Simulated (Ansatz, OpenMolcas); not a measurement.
**How basis sets differ on CF2 (SMILES F[C]F)**

CF2 has 3 atoms, charge 0, and is taken as a singlet. SMILES: `F[C]F`. Geometry: relaxed at PBE0-D4/def2-TZVP.

```xyz
3

F     0.3163    0.9714    0.2816
C     0.3823   -0.3185    0.1752
F    -0.6986   -0.6529   -0.4567
```

Quantity: the HOMO–LUMO gap, in eV. The values are calculated.

```json
{"level": "HF/ANO-RCC-MB (DKH2)", "kind": "Hartree–Fock", "program": "OpenMolcas", "value (eV)": "15.34"}
{"level": "HF/STO-3G", "kind": "Hartree–Fock", "program": "Ansatz", "value (eV)": "15.86"}
{"level": "HF/3-21G", "kind": "Hartree–Fock", "program": "Ansatz", "value (eV)": "15.38"}
{"level": "HF/cc-pVDZ", "kind": "Hartree–Fock", "program": "OpenMolcas", "value (eV)": "15.49"}
{"level": "HF/def2-TZVPP", "kind": "Hartree–Fock", "program": "Ansatz", "value (eV)": "15.28"}
```

The values span 15.28 to 15.86 eV. A Hartree–Fock LUMO above zero doesn't converge with the basis: it sinks as sets grow more diffuse. Orbital gaps aren't excitation energies.
